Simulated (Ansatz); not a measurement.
Tuning the range parameter of LC-ωPBE so that −HOMO meets the ionisation energy; basis def2-TZVP, Ansatz. System: BH2Et (C2H7B). Total charge 0; singlet. Geometry: PBE-D4/def2-TZVP. The ionised state is a doublet.

Geometry of the singlet:

```xyz
10

B    -0.4621    1.1126    0.6785
H    -0.2947    1.0970    1.8722
H    -0.3401    2.1621    0.0979
C    -0.6840   -0.2105   -0.1086
C     0.7698   -0.6756   -0.4249
H    -1.2236   -0.0811   -1.0589
H    -1.1835   -0.9998    0.4733
H     0.7525   -1.6155   -0.9951
H     1.3156    0.0662   -1.0268
H     1.3501   -0.8554    0.4923
```

```tsv
ω (1/bohr)	HOMO (eV)	LUMO (eV)	vertical IE (eV)	HOMO + IE (eV)
0.1	-8.90	-0.84	10.90	1.99
0.15	-9.55	-0.29	10.96	1.42
0.2	-10.11	0.15	11.05	0.94
```

Task: Estimate the row for 0.3 bohr⁻¹.

Result: 
| ω (1/bohr) | HOMO (eV) | LUMO (eV) | vertical IE (eV) | HOMO + IE (eV) |
| --- | --- | --- | --- | --- |
| 0.3 | -10.99 | 0.74 | 11.23 | 0.24 |

Task: Where does the tuning condition hold?

Result: Not within the range that was run.
